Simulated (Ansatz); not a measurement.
# Aluminium, fcc under r²SCAN: testing the plane-wave cutoff

How high must the plane-wave cutoff be for energy and pressure to settle? The geometry was relaxed under r²SCAN beforehand and stays fixed; 9 values are run, from 150 to 800 eV. Wanted are the values from which on the energy stays within 10 and 1 meV/atom, and the pressure within 0.5 GPa, of the last run. Within the series other settings stay, but some runs also write fields, which adds to their time. Spin polarisation is left out.

Method: DFT r²SCAN, plane waves with PAW, scalar-relativistic, in Ansatz 0.2.0.

### 1 The starting structure

Symmetry: Fm-3m, No. 225, cubic system. Conventional cell: a = 3.993 Å, b = 3.993 Å, c = 3.993 Å, α = 90.00°, β = 90.00°, γ = 90.00°. Al (site symmetry m-3m) is surrounded by 12 Al at 2.82 Å.

As a file:

```
CELL_PARAMETERS angstrom
0.00000 1.99669 1.99669
1.99669 0.00000 1.99669
1.99669 1.99669 0.00000
ATOMIC_POSITIONS crystal
Al 0.00000 0.00000 0.00000
```

### 2 The usual settings first

File input.yaml:

```yaml
crystal:
  lattice:
    - [0.0, 1.9966927595, 1.9966927595]
    - [1.9966927595, 0.0, 1.9966927595]
    - [1.9966927595, 1.9966927595, 0.0]
  atoms:
    - { symbol: Al, position: [0.0, 0.0, 0.0] }
hamiltonian:
  xc: r2scan
  pseudopotentials:
    kind: paw
    azcp:
      Al: "pseudopotentials/Al.paw.azcp"
basis:
  ecutwfc: 500
  fft_grid_basis: typed
kpoints:
  mp_grid: { grid: [22, 22, 22], shift: [0, 0, 0] }
magnetization:
  spin_polarized: false
scf:
  occupations: { method: fermi_dirac, width: 0.1 }
  lower_state_search: "off"
output:
  stress: true
  write_density: true
  write_potential: true
  elf: true
  volumetric_format: npy
```

Run with:

```
> ansatz run input.yaml --threads 2 --pin off --max-ram 5120MiB --backend cpu --events-out ev --progress --plain --runs-dir out
```

### 3 Run at 150 eV

The run at 150 eV.

Edit input.yaml of step 2 so:

```diff
@@ -14,6 +14,6 @@
 basis:
-  ecutwfc: 500
+  ecutwfc: 150
   fft_grid_basis: typed
 kpoints:
-  mp_grid: { grid: [22, 22, 22], shift: [0, 0, 0] }
+  mp_grid: { grid: [14, 14, 14], shift: [0, 0, 0] }
 magnetization:
@@ -25,5 +25 @@
   stress: true
-  write_density: true
-  write_potential: true
-  elf: true
-  volumetric_format: npy
```

### 4 Run at 200 eV

The run at 200 eV.

Edit input.yaml of step 3 so:

```diff
@@ -14,3 +14,3 @@
 basis:
-  ecutwfc: 150
+  ecutwfc: 200
   fft_grid_basis: typed
@@ -25 +25,5 @@
   stress: true
+  write_density: true
+  write_potential: true
+  elf: true
+  volumetric_format: npy
```

### 5 Run at 250 eV

The run at 250 eV.

Edit input.yaml of step 4 so:

```diff
@@ -14,3 +14,3 @@
 basis:
-  ecutwfc: 200
+  ecutwfc: 250
   fft_grid_basis: typed
@@ -25,5 +25 @@
   stress: true
-  write_density: true
-  write_potential: true
-  elf: true
-  volumetric_format: npy
```

### 6 Run at 300 eV

The run at 300 eV.

Edit input.yaml of step 5 so:

```diff
@@ -14,3 +14,3 @@
 basis:
-  ecutwfc: 250
+  ecutwfc: 300
   fft_grid_basis: typed
```

### 7 Run at 350 eV

The run at 350 eV.

Edit input.yaml of step 6 so:

```diff
@@ -14,3 +14,3 @@
 basis:
-  ecutwfc: 300
+  ecutwfc: 350
   fft_grid_basis: typed
```

### 8 Run at 420 eV

The run at 420 eV.

Edit input.yaml of step 7 so:

```diff
@@ -14,3 +14,3 @@
 basis:
-  ecutwfc: 350
+  ecutwfc: 420
   fft_grid_basis: typed
@@ -25 +25,5 @@
   stress: true
+  write_density: true
+  write_potential: true
+  elf: true
+  volumetric_format: npy
```

### 9 Run at 500 eV

The run at 500 eV.

Edit input.yaml of step 8 so:

```diff
@@ -14,3 +14,3 @@
 basis:
-  ecutwfc: 420
+  ecutwfc: 500
   fft_grid_basis: typed
@@ -25,5 +25 @@
   stress: true
-  write_density: true
-  write_potential: true
-  elf: true
-  volumetric_format: npy
```

### 10 Run at 600 eV

The run at 600 eV.

Edit input.yaml of step 9 so:

```diff
@@ -14,3 +14,3 @@
 basis:
-  ecutwfc: 500
+  ecutwfc: 600
   fft_grid_basis: typed
```

### 11 Run at 800 eV

The run at 800 eV.

Edit input.yaml of step 10 so:

```diff
@@ -14,3 +14,3 @@
 basis:
-  ecutwfc: 600
+  ecutwfc: 800
   fft_grid_basis: typed
```

(Steps that only read results are left out.)

**Question.** What will these runs give?

As calculated:

```
                                                                      quantity                                value
                                   E(σ → 0) stays within 10 meV/atom of 800 eV                       from 350 eV on
                                              E(σ → 0) stays within 1 meV/atom                       from 420 eV on
                                                 pressure stays within 0.5 GPa                       from 300 eV on
                                                            pressure at 800 eV                            -0.19 GPa
                                               CPU time, dearest over cheapest                                  4.4
run at the usual settings (mesh 22×22×22 against the series' 14×14×14, 500 eV)  -5.9 meV/atom from 800 eV, 0.03 GPa
```

What this shows: The far end, 150 eV, lies +639.2 meV/atom and +9.1 GPa from the yardstick. Each step up in cutoff lowers the energy. Total energies within 1 meV/atom need 420 eV; differences between like structures often settle sooner. The cell taken over is 4 % smaller than the measured one (16.60 Å³/atom, COD).
